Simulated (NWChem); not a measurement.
# CS (carbon monosulfide): levels of theory compared

Wanted: a comparison of 3 runs (mPWPW91/cc-pVTZ, TD-ACM/aug-pcseg-1, TD-CAM-B3LYP/cc-pVTZ-DK) of CS (carbon monosulfide). 

The results are computed with NWChem 7.3.0.

2 further runs of the same task are left out: 1 that didn't finish, 1 set aside as unsound or not needed.

## Step 1: The molecule

The species is CS (2 atoms), meant as a singlet with charge 0. As SMILES, `[C-]#[S+]`. Geometry: the measured bond length.

Bond lengths: C1–S2 1.535 Å.

## Step 2: The response to a field at mPWPW91/cc-pVTZ (run 1)

Contents of work.nw:

```
echo
start work
title "carbon monosulfide"
memory total 2200 mb
charge 0

geometry units angstroms noautosym nocenter
  zmatrix
    C
    S 1 r2
  variables
    r2 1.534941
  end
end

basis spherical
  * library cc-pVTZ
end

dft
  xc mpw91 perdew91
  grid coarse
  mulliken
end

property
  response 1 0.0773
end

task dft property
```

Started as:

```bash
$ nwchem work.nw > work.out
```

The log of the run:

```text
[...]
          Wavefunction type:  closed shell.
          No. of atoms     :     2
          No. of electrons :    22
[...]
          Charge           :     0
          Spin multiplicity:     1
[...]
          AO basis - number of functions:    64
[...]
              XC Information
              --------------
                        mPW91  Exchange Functional  1.000
                Perdew 1991 Correlation Functional  1.000 non-local
            Perdew 1991 LDA Correlation Functional  1.000 local
[...]
 d= 0,ls=0.0,diis     1   -436.2279598850 -4.69D+02  9.74D-03  4.16D-01     2.3
[...]
 d= 0,ls=0.0,diis     9   -436.2575227426 -4.97D-07  1.70D-06  4.87D-08    12.1
         Total DFT energy =     -436.257522742562
      One electron energy =     -665.999361625601
           Coulomb energy =      227.620325687142
    Exchange-Corr. energy =      -30.974883280560
 Nuclear repulsion energy =       33.096396476458
[...]
      Total Density - Mulliken Population Analysis
     ---------------------------------------------
    Atom       Charge   Shell Charges
 -----------   ------   -------------------------------------------------------
    1 C    6     6.16   1.95  0.97  0.24  0.69  0.65  1.12  0.46  0.01  0.06  0.00
    2 S   16    15.84   2.00  1.84  1.16  0.25  0.60  5.80  2.28  0.91  0.91  0.05  0.03  0.01
[...]
 Anisotropic =      19.1497924
[...]
```

It took 51 s on 1 thread of Intel Xeon Platinum 8175M at 2.50GHz (Skylake/Cascade Lake), shared host; peak memory 0.11 GiB.

## Step 3: The excited states at TD-ACM/aug-pcseg-1 (run 2)

Contents of nw.nw:

```
start nw
title "CS ACM"
memory 2200 mb

geometry noautosym nocenter
  zmatrix
    C
    S 1 1.534941
  end
end

basis spherical bse
  * library aug-pcseg-1
end

dft
  xc acm
  grid fine
  convergence energy 1e-07
  mulliken
end

tddft
  rpa
  nroots 6
  notriplet
end

task tddft energy
```

Started as:

```bash
$ nwchem nw.nw > nw.out
```

The log of the run:

```text
[...]
          Wavefunction type:  closed shell.
          No. of atoms     :     2
          No. of electrons :    22
[...]
          Charge           :     0
          Spin multiplicity:     1
[...]
          AO basis - number of functions:    50
[...]
              XC Information
              --------------
          Adiabatic Connection Method XC Potential
                     Hartree-Fock (Exact) Exchange  0.200
                        Slater Exchange Functional  0.800 local
                    Becke 1988 Exchange Functional  0.720 non-local
                      VWN V Correlation Functional  1.000 local
                Perdew 1991 Correlation Functional  0.810 non-local
[...]
 d= 0,ls=0.0,diis     1   -436.1203534936 -4.69D+02  1.41D-02  1.84D-01     0.7
[...]
 d= 0,ls=0.0,diis     7   -436.1439305595 -5.61D-08  9.87D-06  2.67D-08     3.1
         Total DFT energy =     -436.143930559489
      One electron energy =     -665.986097303032
           Coulomb energy =      227.665412542146
    Exchange-Corr. energy =      -30.919642275062
 Nuclear repulsion energy =       33.096396476458
[...]
  Root   1 singlet a              0.179656162 a.u.                4.8887 eV
[...]
     Dipole Oscillator Strength                    0.0061835483
[...]
     Total Oscillator Strength                     0.0061876162
[...]
  Root   2 singlet a              0.179656162 a.u.                4.8887 eV
[...]
  Root   3 singlet a              0.202027389 a.u.                5.4974 eV
[...]
  Root   4 singlet a              0.214187187 a.u.                5.8283 eV
[...]
  Root   5 singlet a              0.214187187 a.u.                5.8283 eV
[...]
     Dipole Oscillator Strength                    0.0000000000
[...]
     Total Oscillator Strength                     0.0000000027
[...]
  Root   6 singlet a              0.301421016 a.u.                8.2021 eV
[...]
```

Run time: 41 s. Hardware: 1 thread of Intel Xeon Platinum 8175M at 2.50GHz (Skylake/Cascade Lake), shared host; peak memory 0.11 GiB.

The roots found:

```
excited state  energy (eV)  strength      label
            1        4.889    0.0062  singlet a
            2        4.889    0.0062  singlet a
            3        5.497    0.0000  singlet a
            4        5.828    0.0000  singlet a
            5        5.828    0.0000  singlet a
            6        8.202    0.0083  singlet a
```

## Step 4: The vertical excitations at TD-CAM-B3LYP/cc-pVTZ-DK (sfX2C) (run 3)

Contents of input.nw:

```
start input
memory 2200 mb

geometry noautosym nocenter noautoz
  C      0.000000     0.000000     0.000000
  S      0.000000     0.000000     1.534941
end

basis spherical bse
  * library cc-pVTZ-DK
end

relativistic
  x2c on
end

dft
  xc xcamb88 1.00 lyp 0.81 vwn_5 0.19 hfexch 1.00
  cam 0.33 cam_alpha 0.19 cam_beta 0.46
  grid fine
  direct
  mulliken
  print medium
end

tddft
  rpa
  nroots 4
  notriplet
end

task tddft
```

Started as:

```bash
$ nwchem input.nw > input.out
```

The log of the run:

```text
[...]
          Wavefunction type:  closed shell.
          No. of atoms     :     2
          No. of electrons :    22
[...]
          Charge           :     0
          Spin multiplicity:     1
[...]
          AO basis - number of functions:    64
[...]
              XC Information
              --------------
                     Hartree-Fock (Exact) Exchange  1.000
                   CAM-Becke88 Exchange Functional  1.000
                      VWN V Correlation Functional  0.190 local
              Lee-Yang-Parr Correlation Functional  0.810
[...]
 d= 0,ls=0.0,diis     1   -437.3077622089 -4.70D+02  6.64D-03  3.85D-01     3.8
[...]
 d= 0,ls=0.0,diis     7   -437.3339216454 -4.30D-07  8.16D-06  1.63D-07    20.0
         Total DFT energy =     -437.333921645400
      One electron energy =     -667.427792658867
           Coulomb energy =      228.063127620294
    Exchange-Corr. energy =      -31.065653083285
 Nuclear repulsion energy =       33.096396476458
[...]
  Root   1 singlet a              0.177673603 a.u.                4.8347 eV
[...]
     Dipole Oscillator Strength                    0.0068855685
[...]
     Total Oscillator Strength                     0.0068896515
[...]
  Root   2 singlet a              0.177673603 a.u.                4.8347 eV
[...]
  Root   3 singlet a              0.193349654 a.u.                5.2613 eV
[...]
     Dipole Oscillator Strength                    0.0000000000
[...]
     Total Oscillator Strength                     0.0000000000
[...]
  Root   4 singlet a              0.206768112 a.u.                5.6264 eV
[...]
     Dipole Oscillator Strength                    0.0000000000
[...]
     Total Oscillator Strength                     0.0000000026
[...]
```

Wall time 72 s (1 thread of Intel Xeon Platinum 8175M at 2.50GHz (Skylake/Cascade Lake), shared host); peak memory 0.11 GiB.

The roots found:

```
excited state  energy (eV)  strength      label
            1        4.835    0.0069  singlet a
            2        4.835    0.0069  singlet a
            3        5.261    0.0000  singlet a
            4        5.626    0.0000  singlet a
```

## Step 5: Overview of the runs

```
run                            level            task  integration grid  energy (Eh)  dipole moment (D)  HOMO energy (eV)  LUMO energy (eV)  wall time
  1                  mPWPW91/cc-pVTZ  polarizability            coarse  -436.257523               1.92             -7.33             -3.30       51 s
  2               TD-ACM/aug-pcseg-1         excited              fine  -436.143931               1.88             -8.74             -2.59       41 s
  3  TD-CAM-B3LYP/cc-pVTZ-DK (sfX2C)         excited              fine  -437.333922               1.89            -10.34             -1.02       72 s
```

## Step 6: Outcome

| quantity | value |
| --- | --- |
| run 3: ground-state or mean-field energy | -437.33392 Eh |
| run 3: dipole moment (of the density that the program reports) | 1.89 D |
| run 3: HOMO energy (CAM-B3LYP Kohn–Sham orbitals) | -10.34 eV |
| run 3: LUMO energy (CAM-B3LYP Kohn–Sham orbitals) | -1.02 eV |
| run 3: HOMO–LUMO gap (CAM-B3LYP Kohn–Sham orbitals) | 9.31 eV |
| run 3: lowest singlet excitation energy | 4.83 eV |

What this shows: The dipole moment (its size) runs from 1.88 D (TD-ACM/aug-pcseg-1) to 1.92 D (mPWPW91/cc-pVTZ). The two ends differ in method and basis. Some runs of one species differ in core potentials or relativity; totals across that change don't compare. All runs together took 2.7 min, the longest 72 s.
